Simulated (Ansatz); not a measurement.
**B₂NH₅ (SMILES BNB): functionals against CCSD(T) at one geometry**

A test off equilibrium: a structure displaced at random from a GFN2-xTB minimum is computed at several levels, and each is set against CCSD(T).

Computed with Ansatz 0.2.0, Gaussian basis. Level: single points in def2-TZVPP.

Correlated methods freeze the cores.

## Step 1: The system as given

SMILES `BNB`, 8 atoms, charge 0, spin multiplicity 1.

Atoms are counted from 1 here; the program's logs count them from 0.

Bond lengths: B1–N2 1.261 Å, B1–H4 1.173 Å, B1–H5 1.196 Å, N2–B3 1.548 Å, N2–H6 0.951 Å, B3–H7 1.289 Å, B3–H8 1.058 Å. Angles: N2–B1–H4 119.5°, N2–B1–H5 118.4°, H4–B1–H5 122.0°, B1–N2–B3 126.6°, B1–N2–H6 122.9°, B3–N2–H6 109.8°, N2–B3–H7 118.4°, N2–B3–H8 122.9°, H7–B3–H8 117.0°.

Coordinates:

```xyz
8
B2H5N
B    -0.79370    0.68300   -0.64480
N     0.19910    0.42730    0.09010
B     0.68120   -0.97510    0.53510
H    -1.45770   -0.19710   -1.04610
H    -0.98330    1.81880   -0.96890
H     0.84960    1.08020    0.32420
H     1.56950   -1.05150    1.46620
H     0.16630   -1.86530    0.28750
```

## Step 2: CCSD(T)/def2-TZVPP

The input, run/in.yaml:

```yaml
crystal:
  periodic: [false, false, false]
  atoms:
    - {symbol: B, position_ang: [-0.793700, 0.683000, -0.644800]}
    - {symbol: N, position_ang: [0.199100, 0.427300, 0.090100]}
    - {symbol: B, position_ang: [0.681200, -0.975100, 0.535100]}
    - {symbol: H, position_ang: [-1.457700, -0.197100, -1.046100]}
    - {symbol: H, position_ang: [-0.983300, 1.818800, -0.968900]}
    - {symbol: H, position_ang: [0.849600, 1.080200, 0.324200]}
    - {symbol: H, position_ang: [1.569500, -1.051500, 1.466200]}
    - {symbol: H, position_ang: [0.166300, -1.865300, 0.287500]}
basis:
  gaussian: {orbitals: def2-TZVPP}
correlation: {method: ccsd_t}
output: {forces: true}
```

The command line of these runs was not kept.

## Step 3: PBE0-D4/def2-TZVPP

Changes to run/in.yaml since step 2:

```diff
@@ -13,3 +13,3 @@
   gaussian: {orbitals: def2-TZVPP}
-correlation: {method: ccsd_t}
-output: {forces: true}
+hamiltonian: {xc: pbe0, dispersion: d4}
+output: {forces: true, orbitals: {seedname: orbitals}}
```

## Step 4: wB97M-V/def2-TZVPP

Changes to run/in.yaml since step 3:

```diff
@@ -13,3 +13,3 @@
   gaussian: {orbitals: def2-TZVPP}
-hamiltonian: {xc: pbe0, dispersion: d4}
-output: {forces: true, orbitals: {seedname: orbitals}}
+hamiltonian: {xc: {name: wB97M-V}}
+output: {forces: true}
```

## Step 5: r2SCAN-D4/def2-TZVPP

Changes to run/in.yaml since step 4:

```diff
@@ -13,3 +13,3 @@
   gaussian: {orbitals: def2-TZVPP}
-hamiltonian: {xc: {name: wB97M-V}}
+hamiltonian: {xc: r2scan, dispersion: d4}
 output: {forces: true}
```

## Step 6: PBE-D4/def2-TZVPP

Changes to run/in.yaml since step 5:

```diff
@@ -13,3 +13,3 @@
   gaussian: {orbitals: def2-TZVPP}
-hamiltonian: {xc: r2scan, dispersion: d4}
+hamiltonian: {xc: pbe, dispersion: d4}
 output: {forces: true}
```

## Step 7: CAM-B3LYP-D4/def2-TZVPP

Changes to run/in.yaml since step 6:

```diff
@@ -13,3 +13,3 @@
   gaussian: {orbitals: def2-TZVPP}
-hamiltonian: {xc: pbe, dispersion: d4}
+hamiltonian: {xc: {name: CAM-B3LYP}, dispersion: d4}
 output: {forces: true}
```

## Step 8: LC-wPBE/def2-TZVPP

Changes to run/in.yaml since step 7:

```diff
@@ -13,3 +13,3 @@
   gaussian: {orbitals: def2-TZVPP}
-hamiltonian: {xc: {name: CAM-B3LYP}, dispersion: d4}
+hamiltonian: {xc: {name: LC-wPBE}}
 output: {forces: true}
```

(Steps that only read results are left out.)

Q: Predict the outcome of this session. Wanted: energy less free atoms, CCSD(T)/def2-TZVPP; RMS force component; RMS force error; HOMO and LUMO, PBE0-D4; T1 diagnostic.

The runs gave:

| quantity | value |
| --- | --- |
| energy less free atoms, CCSD(T)/def2-TZVPP | -27.960 eV |
| RMS force component | 3.234 to 3.351 eV/Å over the methods |
| RMS force error | PBE0-D4 0.169, wB97M-V 0.120, r2SCAN-D4 0.145, PBE-D4 0.191, CAM-B3LYP-D4 0.187, LC-wPBE 0.168 eV/Å |
| HOMO and LUMO, PBE0-D4 | -8.56 and -1.70 eV |
| T1 diagnostic | 0.011 |

**Reading.** Against CCSD(T) the functionals' energies less atoms differ by -1.342 to -0.824 eV, PBE-D4 by -1.231 eV. A larger basis would deepen the CCSD(T) value, while the functionals are nearly converged already, so the order here is not reliable. On forces the order runs from wB97M-V to PBE-D4. Frozen-core CCSD(T) forces in triple zeta carry basis errors of their own, and this is one geometry, so small gaps rank nothing.
